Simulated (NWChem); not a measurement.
# doublet CH5FSi−: levels of theory compared

We compute a comparison of 6 runs (UM06-2X/6-311+G**, U-wB97X/6-311+G**, UB2PLYP/6-311+G**, UB3LYP/6-311+G**, UBHLYP/6-311+G**, UCAM-B3LYP/6-311+G**) of doublet CH5FSi−. 

Program for the calculation: NWChem 7.3.0.

**1. The system as given**

The species is CH5FSi− (8 atoms), meant as a doublet with charge -1. As SMILES of the parent species, `C[SiH2]F`. The coordinates come from a PBE0-D4/def2-TZVP relaxation. That shape belongs to the parent species and isn't relaxed for this state.

Bond lengths: C1–Si2 1.853 Å, Si2–F3 1.604 Å, C1–H4 1.092 Å, C1–H5 1.094 Å, C1–H6 1.092 Å, Si2–H7 1.485 Å, Si2–H8 1.485 Å. Some angles: C1–Si2–F3 109.4°, C1–Si2–H7 111.5°, C1–Si2–H8 111.5°, F3–Si2–H7 107.3°, F3–Si2–H8 107.3°, Si2–C1–H4 111.0°, Si2–C1–H5 110.1°, Si2–C1–H6 111.1°, H7–Si2–H8 109.7°, H4–C1–H5 108.1°.

**2. A single-point energy at UM06-2X/6-311+G(d,p) (run 1)**

Input file run.xyz:

```xyz
8
CH5FSi energy
C     -0.521400     0.700300    -0.437000
Si     0.448400    -0.642000     0.395200
F      1.946500    -0.649600    -0.178800
H     -0.562400     0.542500    -1.517100
H     -1.546700     0.713200    -0.056500
H     -0.077200     1.680300    -0.248400
H      0.538700    -0.420800     1.860700
H     -0.133700    -1.981200     0.126000
```

Input file run.py:

```python
from ase.io import read
from ase.calculators.nwchem import NWChem

atoms = read('run.xyz')

calc = NWChem(
    label='run',
    theory='dft',
    memory='2200 mb',
    basis='6-311+G**',
    basispar='spherical bse',
    charge=-1,
    dft={'xc': 'm06-2x', 'mult': '2', 'grid': 'fine', 'convergence': 'energy 1e-08', 'iterations': '100', 'mulliken': None, 'print': 'low'},
    task='energy',
)
atoms.calc = calc

print(f"energy = {atoms.get_potential_energy():.6f} eV")
```

Run with:

```console
$ export ASE_NWCHEM_COMMAND="nwchem PREFIX.nwi > PREFIX.nwo"
$ python run.py
```

Output:

```text
energy = -11712.915841 eV
```

The calculator wrote run.nwi:

```
title "run"

permanent_dir run

scratch_dir run

start run

geometry units angstrom nocenter noautosym noautoz
  C  -5.2139999999999997e-01 7.0030000000000003e-01 -4.3700000000000000e-01
  Si 4.4840000000000002e-01 -6.4200000000000002e-01 3.9520000000000000e-01
  F  1.9464999999999999e+00 -6.4959999999999996e-01 -1.7879999999999999e-01
  H  -5.6240000000000001e-01 5.4249999999999998e-01 -1.5170999999999999e+00
  H  -1.5467000000000000e+00 7.1319999999999995e-01 -5.6500000000000002e-02
  H  -7.7200000000000005e-02 1.6802999999999999e+00 -2.4840000000000001e-01
  H  5.3869999999999996e-01 -4.2080000000000001e-01 1.8607000000000000e+00
  H  -1.3370000000000001e-01 -1.9812000000000001e+00 1.2600000000000000e-01
end

charge -1

memory 2200 mb

basis spherical bse noprint
   * library 6-311+G**
end

dft
  xc m06-2x
  mult 2
  grid fine
  convergence energy 1e-08
  iterations 100
  mulliken
  print low
end

task dft energy
```

run.nwo:

```text
Northwest Computational Chemistry Package (NWChem) 7.3.0
             --------------------------------------------------------

           Job information
           ---------------

    nwchem branch   = 7.3.0
    use scalapack   = T
    input           = run.nwi
    prefix          = run.
    data base       = run/run.db
    status          = startup
    nproc           =        1

           Memory information
           ------------------

[... 5 lines left out ...]
    hardfail = no
[... 39 lines left out ...]
            Nuclear Dipole moment (a.u.)
[... 103 lines left out ...]
         Total DFT energy =     -430.441721379228
[... 1 line left out ...]
           Coulomb energy =      322.828444274207
[... 1 line left out ...]
 Nuclear repulsion energy =      115.959123818241
[... 45 lines left out ...]
    Atom       Charge   Shell Charges
 -----------   ------   -------------------------------------------------------
    1 C    6     0.27   0.00  0.00  0.01  0.02  0.01  0.02 -0.00  0.14  0.07  0.00
    2 Si  14     0.67   0.00  0.00  0.00  0.00  0.01  0.01  0.00  0.00  0.01  0.01  0.01  0.45  0.18  0.00
    3 F    9     0.02   0.00  0.00  0.00  0.00  0.01  0.00  0.00 -0.00  0.01  0.00
[... 4 lines of this table left out ...]
    8 H    1     0.01   0.00  0.00  0.00  0.00

     --------------------------
     Expectation value of S2:
     --------------------------
      <S2> =      0.7508 (Exact =     0.7500)

 Task  times  cpu:       76.6s     wall:       76.6s
 Total times  cpu:       76.6s     wall:       76.6s
```

Run time: 78 s. Hardware: 1 thread of Intel Xeon Platinum 8375C at 2.90GHz (Ice Lake), shared host; peak memory 0.12 GiB.

**3. The energy at U-wB97X/6-311+G(d,p) (run 2)**

Input file run.py:

```python
from ase import Atoms
from ase.calculators.nwchem import NWChem

molecule = Atoms(['C', 'Si', 'F', 'H', 'H', 'H', 'H', 'H'], positions=[
    [-0.521400, 0.700300, -0.437000],
    [0.448400, -0.642000, 0.395200],
    [1.946500, -0.649600, -0.178800],
    [-0.562400, 0.542500, -1.517100],
    [-1.546700, 0.713200, -0.056500],
    [-0.077200, 1.680300, -0.248400],
    [0.538700, -0.420800, 1.860700],
    [-0.133700, -1.981200, 0.126000],
])

calc = NWChem(
    label='ch5fsi',
    theory='dft',
    memory='2200 mb',
    basis='6-311+G**',
    basispar='spherical bse',
    charge=-1,
    dft={'xc': 'wb97x', 'mult': '2', 'grid': 'fine', 'convergence': 'energy 1e-08', 'iterations': '100', 'mulliken': None},
    task='energy',
)
molecule.calc = calc

e = molecule.get_potential_energy()
print(f"E = {e:.6f} eV")
```

Run with:

```console
$ export ASE_NWCHEM_COMMAND="nwchem PREFIX.nwi > PREFIX.nwo"
$ python run.py
```

Output:

```text
E = -11713.827153 eV
```

The calculator wrote ch5fsi.nwi:

```
title "ch5fsi"

permanent_dir ch5fsi

scratch_dir ch5fsi

start ch5fsi

geometry units angstrom nocenter noautosym noautoz
  C  -5.2139999999999997e-01 7.0030000000000003e-01 -4.3700000000000000e-01
  Si 4.4840000000000002e-01 -6.4200000000000002e-01 3.9520000000000000e-01
  F  1.9464999999999999e+00 -6.4959999999999996e-01 -1.7879999999999999e-01
  H  -5.6240000000000001e-01 5.4249999999999998e-01 -1.5170999999999999e+00
  H  -1.5467000000000000e+00 7.1319999999999995e-01 -5.6500000000000002e-02
  H  -7.7200000000000005e-02 1.6802999999999999e+00 -2.4840000000000001e-01
  H  5.3869999999999996e-01 -4.2080000000000001e-01 1.8607000000000000e+00
  H  -1.3370000000000001e-01 -1.9812000000000001e+00 1.2600000000000000e-01
end

charge -1

memory 2200 mb

basis spherical bse noprint
   * library 6-311+G**
end

dft
  xc wb97x
  mult 2
  grid fine
  convergence energy 1e-08
  iterations 100
  mulliken
end

task dft energy
```

ch5fsi.nwo:

```text
Northwest Computational Chemistry Package (NWChem) 7.3.0
             --------------------------------------------------------

           Job information
           ---------------

    nwchem branch   = 7.3.0
    use scalapack   = T
    input           = ch5fsi.nwi
    prefix          = ch5fsi.
    data base       = ch5fsi/ch5fsi.db
    status          = startup
    nproc           =        1

           Memory information
           ------------------

[... 5 lines left out ...]
    hardfail = no
[... 39 lines left out ...]
            Nuclear Dipole moment (a.u.)
[... 89 lines left out ...]
          Convergence on density requested:  1.00D-05
[... 33 lines left out ...]
          Convergence aids based upon iterative change in
[... 31 lines left out ...]
 2-e energy   =     293.557126
[... 54 lines left out ...]
           Coulomb energy =      322.806548075949
[... 745 lines left out ...]
                     DFT Final Beta Molecular Orbital Analysis
[... 847 lines left out ...]
     Multipole analysis of the density
     ---------------------------------

     L   x y z        total         alpha         beta         nuclear
     -   - - -        -----         -----         ----         -------
     0   0 0 0     -1.000000    -18.000000    -17.000000     34.000000

     1   1 0 0      1.707209    -15.648225    -18.334687     35.690121
[... 8 lines of this table left out ...]
     2   0 0 2    -36.186192    -43.034164    -26.950971     33.798943

 Task  times  cpu:      187.9s     wall:      187.9s
 Total times  cpu:      187.9s     wall:      187.9s
```

It took 3.2 min on 1 thread of Intel Xeon Platinum 8375C at 2.90GHz (Ice Lake), shared host; peak memory 0.12 GiB.

Run 3 isn't shown in full; the table further down has it.

**4. A single-point energy at UB3LYP/6-311+G(d,p) (run 4)**

Input file job.xyz:

```xyz
8
CH5FSi
C     -0.521400     0.700300    -0.437000
Si     0.448400    -0.642000     0.395200
F      1.946500    -0.649600    -0.178800
H     -0.562400     0.542500    -1.517100
H     -1.546700     0.713200    -0.056500
H     -0.077200     1.680300    -0.248400
H      0.538700    -0.420800     1.860700
H     -0.133700    -1.981200     0.126000
```

Input file run.py:

```python
from ase.io import read
from ase.calculators.nwchem import NWChem

system = read('job.xyz')

calc = NWChem(
    label='job',
    theory='dft',
    memory='2200 mb',
    basis='6-311+G**',
    basispar='spherical bse',
    charge=-1,
    dft={'xc': 'b3lyp', 'mult': '2', 'grid': 'fine', 'convergence': 'energy 1e-08', 'iterations': '100', 'mulliken': None},
    task='energy',
)
system.calc = calc

print("Total energy (eV):", round(system.get_potential_energy(), 6))
```

Run with:

```console
$ export ASE_NWCHEM_COMMAND="nwchem PREFIX.nwi > PREFIX.nwo"
$ python run.py
```

Output:

```text
Total energy (eV): -11716.003609
```

The calculator wrote job.nwi:

```
title "job"

permanent_dir job

scratch_dir job

start job

geometry units angstrom nocenter noautosym noautoz
  C  -5.2139999999999997e-01 7.0030000000000003e-01 -4.3700000000000000e-01
  Si 4.4840000000000002e-01 -6.4200000000000002e-01 3.9520000000000000e-01
  F  1.9464999999999999e+00 -6.4959999999999996e-01 -1.7879999999999999e-01
  H  -5.6240000000000001e-01 5.4249999999999998e-01 -1.5170999999999999e+00
  H  -1.5467000000000000e+00 7.1319999999999995e-01 -5.6500000000000002e-02
  H  -7.7200000000000005e-02 1.6802999999999999e+00 -2.4840000000000001e-01
  H  5.3869999999999996e-01 -4.2080000000000001e-01 1.8607000000000000e+00
  H  -1.3370000000000001e-01 -1.9812000000000001e+00 1.2600000000000000e-01
end

charge -1

memory 2200 mb

basis spherical bse noprint
   * library 6-311+G**
end

dft
  xc b3lyp
  mult 2
  grid fine
  convergence energy 1e-08
  iterations 100
  mulliken
end

task dft energy
```

job.nwo:

```text
Northwest Computational Chemistry Package (NWChem) 7.3.0
             --------------------------------------------------------

           Job information
           ---------------

    nwchem branch   = 7.3.0
    use scalapack   = T
    input           = job.nwi
    prefix          = job.
    data base       = job/job.db
    status          = startup
    nproc           =        1

           Memory information
           ------------------

[... 5 lines left out ...]
    hardfail = no
[... 39 lines left out ...]
            Nuclear Dipole moment (a.u.)
[... 87 lines left out ...]
          Convergence on density requested:  1.00D-05
[... 28 lines left out ...]
          Convergence aids based upon iterative change in
[... 31 lines left out ...]
 2-e energy   =     293.557126
[... 54 lines left out ...]
           Coulomb energy =      322.933212042974
[... 745 lines left out ...]
                     DFT Final Beta Molecular Orbital Analysis
[... 847 lines left out ...]
     Multipole analysis of the density
     ---------------------------------

     L   x y z        total         alpha         beta         nuclear
     -   - - -        -----         -----         ----         -------
     0   0 0 0     -1.000000    -18.000000    -17.000000     34.000000

     1   1 0 0      0.958870    -16.439540    -18.291711     35.690121
[... 8 lines of this table left out ...]
     2   0 0 2    -36.787567    -43.554505    -27.032004     33.798943

 Task  times  cpu:       55.6s     wall:       55.6s
 Total times  cpu:       55.7s     wall:       55.7s
```

Wall time 57 s (1 thread of Intel Xeon Platinum 8375C at 2.90GHz (Ice Lake), shared host); peak memory 0.12 GiB.

Run 5 isn't shown in full; the table further down has it.

**5. A single-point energy at UCAM-B3LYP/6-311+G(d,p) (run 6)**

Input file mymol.xyz:

```xyz
8

C     -0.521400     0.700300    -0.437000
Si     0.448400    -0.642000     0.395200
F      1.946500    -0.649600    -0.178800
H     -0.562400     0.542500    -1.517100
H     -1.546700     0.713200    -0.056500
H     -0.077200     1.680300    -0.248400
H      0.538700    -0.420800     1.860700
H     -0.133700    -1.981200     0.126000
```

Input file run.py:

```python
from ase.io import read
from ase.calculators.nwchem import NWChem

atoms = read('mymol.xyz')

calc = NWChem(
    label='mymol',
    theory='dft',
    memory='2200 mb',
    basis='6-311+G**',
    basispar='spherical bse',
    charge=-1,
    dft={'xc': 'xcamb88 1.00 lyp 0.81 vwn_5 0.19 hfexch 1.00', 'cam': '0.33 cam_alpha 0.19 cam_beta 0.46', 'mult': '2', 'grid': 'fine', 'convergence': 'energy 1e-08', 'direct': None, 'iterations': '100', 'mulliken': None},
    task='energy',
)
atoms.calc = calc

e = atoms.get_potential_energy()
print(f"E = {e:.6f} eV")
```

Run with:

```console
$ export ASE_NWCHEM_COMMAND="nwchem PREFIX.nwi > PREFIX.nwo"
$ python run.py
```

Output:

```text
E = -11714.021575 eV
```

The calculator wrote mymol.nwi:

```
title "mymol"

permanent_dir mymol

scratch_dir mymol

start mymol

geometry units angstrom nocenter noautosym noautoz
  C  -5.2139999999999997e-01 7.0030000000000003e-01 -4.3700000000000000e-01
  Si 4.4840000000000002e-01 -6.4200000000000002e-01 3.9520000000000000e-01
  F  1.9464999999999999e+00 -6.4959999999999996e-01 -1.7879999999999999e-01
  H  -5.6240000000000001e-01 5.4249999999999998e-01 -1.5170999999999999e+00
  H  -1.5467000000000000e+00 7.1319999999999995e-01 -5.6500000000000002e-02
  H  -7.7200000000000005e-02 1.6802999999999999e+00 -2.4840000000000001e-01
  H  5.3869999999999996e-01 -4.2080000000000001e-01 1.8607000000000000e+00
  H  -1.3370000000000001e-01 -1.9812000000000001e+00 1.2600000000000000e-01
end

charge -1

memory 2200 mb

basis spherical bse noprint
   * library 6-311+G**
end

dft
  xc xcamb88 1.00 lyp 0.81 vwn_5 0.19 hfexch 1.00
  cam 0.33 cam_alpha 0.19 cam_beta 0.46
  mult 2
  grid fine
  convergence energy 1e-08
  direct
  iterations 100
  mulliken
end

task dft energy
```

mymol.nwo:

```text
Northwest Computational Chemistry Package (NWChem) 7.3.0
             --------------------------------------------------------

           Job information
           ---------------

    nwchem branch   = 7.3.0
    use scalapack   = T
    input           = mymol.nwi
    prefix          = mymol.
    data base       = mymol/mymol.db
    status          = startup
    nproc           =        1

           Memory information
           ------------------

[... 5 lines left out ...]
    hardfail = no
[... 39 lines left out ...]
            Nuclear Dipole moment (a.u.)
[... 89 lines left out ...]
          Convergence on density requested:  1.00D-05
[... 33 lines left out ...]
          Convergence aids based upon iterative change in
[... 31 lines left out ...]
 2-e energy   =     293.557126
[... 54 lines left out ...]
           Coulomb energy =      322.881785994961
[... 745 lines left out ...]
                     DFT Final Beta Molecular Orbital Analysis
[... 847 lines left out ...]
     Multipole analysis of the density
     ---------------------------------

     L   x y z        total         alpha         beta         nuclear
     -   - - -        -----         -----         ----         -------
     0   0 0 0     -1.000000    -18.000000    -17.000000     34.000000

     1   1 0 0      1.127752    -16.252349    -18.310019     35.690121
[... 8 lines of this table left out ...]
     2   0 0 2    -36.400404    -43.154778    -27.044568     33.798943

 Task  times  cpu:      179.1s     wall:      179.1s
 Total times  cpu:      179.1s     wall:      179.1s
```

It took 3 min on 1 thread of Intel Xeon Platinum 8375C at 2.90GHz (Ice Lake), shared host; peak memory 0.12 GiB.

**6. All runs side by side**

```
run                 level  frozen core orbitals  energy (Eh)   ⟨S²⟩  wall time
  1     UM06-2X/6-311+G**                     –  -430.441721  0.751       78 s
  2     U-wB97X/6-311+G**                     –  -430.475211  0.751    3.2 min
  3     UB2PLYP/6-311+G**                     7  -430.277047  0.750       62 s
  4      UB3LYP/6-311+G**                     –  -430.555195  0.750       57 s
  5      UBHLYP/6-311+G**                     –  -430.457355  0.750       53 s
  6  UCAM-B3LYP/6-311+G**                     –  -430.482356  0.750      3 min
```

**7. Summary of results**

| quantity | value |
| --- | --- |
| run 6: total energy | -430.48236 Eh |
| run 6: HOMO energy (highest over α and β) | 1.63 eV |
| run 6: LUMO energy (lowest over α and β) | 3.76 eV |
| run 6: ⟨S²⟩ | 0.750 |

**Reading.** Totals of different functionals can't be ranked against each other. In runs 2, 4, 5, 6 the HOMO lies above zero, so the outermost electron may be held by the basis alone. All runs together took 10 min, the longest 3.2 min.
